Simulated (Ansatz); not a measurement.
The first iterations of a band of AlClH2 + H2 (6 atoms, charge 0, multiplicity 1).

These are results of RKS B3LYP/def2-SVP (Ansatz 0.2.0), not measurements.

```json
{
  "movable images": "7",
  "climbing image": "yes",
  "spring": "5.0 eV/Å²",
  "optimiser": "quadratic models (default)",
  "start path": "through a guess of the saddle point",
  "force threshold": "0.03 eV/Å",
  "iteration limit": "60",
  "end points": "relaxed"
}
```

First end point:

```xyz
6
Properties=species:S:1:pos:R:3
Al 0.003 0.149 0.214
Cl -0.016 0.812 2.234
H 1.398 0.050 -0.510
H -1.386 -0.033 -0.508
H 0.080 -2.246 0.507
H 0.066 -1.998 1.229
```

Last end point:

```xyz
6
Properties=species:S:1:pos:R:3
Al 0.021 -0.454 -0.360
Cl 0.008 -0.035 2.361
H 1.373 0.321 -0.662
H -1.376 0.237 -0.662
H 0.069 -2.028 -0.115
H 0.048 -1.306 2.603
```

| iteration | highest image above the first end (eV) | largest band force component (eV/Å) |
| --- | --- | --- |
| 1 | 2.102 | 2.614 |
| 2 | 1.521 | 1.670 |

**Question.** Does the band converge within its limit, and where does its top end?

**Answer.** The run converged. It ended after 7 iterations with the highest image 1.368 eV above the first end. A vibrational analysis at the climbing image gives one clearly imaginary mode, 422i cm⁻¹: a first-order saddle point. The orbitals stay closed-shell, which can raise the energy where a bond breaks towards radicals; this wasn't checked here.

Time of the run: 75 s on 1 thread of Arm Neoverse V1 (shared host), peak memory 0.11 GiB.
